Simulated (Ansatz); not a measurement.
We consider bcc Li, described by PBE-D4 (Ansatz, an electronic-structure program, plane waves, PAW).

Numerical settings: plane-wave cutoff 520 eV, 22×22×22 k mesh, Fermi–Dirac smearing 0.05 eV, scalar-relativistic PAW data made under PBE.

Computed at the level's own relaxed cell.

Problem. Give the computed equilibrium volume per atom, bulk modulus, equilibrium lattice constant a and pressure derivative B′ of the bulk modulus.

Solution. 
- equilibrium volume per atom = 20.04 Å³/atom
- bulk modulus = 14.1 GPa
- equilibrium lattice constant a = 3.422 Å
- pressure derivative B′ of the bulk modulus = 3.3

The run finds no gap.

Measured, for comparison: equilibrium volume per atom 20.51 Å³/atom (low-temperature or extrapolated to 0 K; zero-point anharmonic expansion removed; as tabulated in Csonka et al. (2009), arXiv:0903.4037); bulk modulus 13.8 GPa (corrected for temperature and zero-point phonon effects, our sources range from 13.1 to 13.9; as tabulated in Levämäki et al. (2014), arXiv:1402.3671); lattice constant a 3.449 Å (low-temperature or extrapolated to 0 K; zero-point anharmonic expansion removed, our sources range from 3.443 to 3.453; as tabulated in Csonka et al. (2009), arXiv:0903.4037). Computed (rounded) less measured: equilibrium volume per atom -2.3 %, bulk modulus +2 % (+1 % to +8 % over the range), lattice constant a -0.8 % (-0.6 % to -0.9 % over the range).
